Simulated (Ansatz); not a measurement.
A run of Ansatz (development build ahead of 0.2.0) on doublet C₃H₅ at this shape:

```yaml
atoms:
  - { symbol: H, position_ang: [-0.0251, -1.2627, -1.3006] }
  - { symbol: C, position_ang: [-0.0281, -0.1630, -1.2378] }
  - { symbol: C, position_ang: [0.0066, 0.4806, 0.0282] }
  - { symbol: C, position_ang: [0.0086, -0.1702, 1.2556] }
  - { symbol: H, position_ang: [0.0140, 0.3743, 2.1719] }
  - { symbol: H, position_ang: [0.0012, 0.4157, -2.1755] }
  - { symbol: H, position_ang: [-0.0195, 1.5838, -0.0009] }
  - { symbol: H, position_ang: [-0.0197, -1.2682, 1.2888] }
```

Its results:

```json
{
 "Converged": "yes",
 "Reference energy": "-116.50846 hartree",
 "Correlation energy": "-0.45605 hartree",
 "Total energy": "-116.96451 hartree",
 "Spin squared of the determinant": "0.976",
 "Stability test": "minimum"
}
```

Forces (eV/Å):
| atom | Fx | Fy | Fz |
| --- | --- | --- | --- |
| H1 | -0.017 | 0.756 | 0.026 |
| C2 | 0.228 | 0.347 | 0.988 |
| C3 | -0.292 | -0.523 | -0.755 |
| C4 | -0.067 | -0.295 | -1.616 |
| H5 | 0.011 | 0.194 | 0.366 |
| H6 | -0.087 | -0.438 | 0.768 |
| H7 | 0.150 | -0.712 | 0.193 |
| H8 | 0.074 | 0.673 | 0.030 |

Task: Which input gives this output? Name the method, the orbitals and the basis set, and write the input.

Result: UHF-MP2 in cc-pVTZ.

```yaml
crystal:
  periodic: [false, false, false]
  atoms:
    - { symbol: H, position_ang: [-0.02514, -1.26265, -1.30061] }
    - { symbol: C, position_ang: [-0.02811, -0.16296, -1.23785] }
    - { symbol: C, position_ang: [0.00659, 0.48059, 0.02822] }
    - { symbol: C, position_ang: [0.00864, -0.17017, 1.25562] }
    - { symbol: H, position_ang: [0.01404, 0.37427, 2.17191] }
    - { symbol: H, position_ang: [0.00121, 0.41573, -2.17554] }
    - { symbol: H, position_ang: [-0.01952, 1.58385, -0.00092] }
    - { symbol: H, position_ang: [-0.01971, -1.26822, 1.28881] }
basis:
  gaussian: { orbitals: cc-pVTZ }
magnetization:
  spin_polarized: true
  initial_magnetization: 1
hamiltonian:
  xc: hf
correlation:
  method: mp2
  frozen_orbitals: { C: 1, H: 0 }
output:
  forces: true
```

Caution: the unrestricted determinant is spin contaminated; forces differ strongly between restricted and unrestricted references.
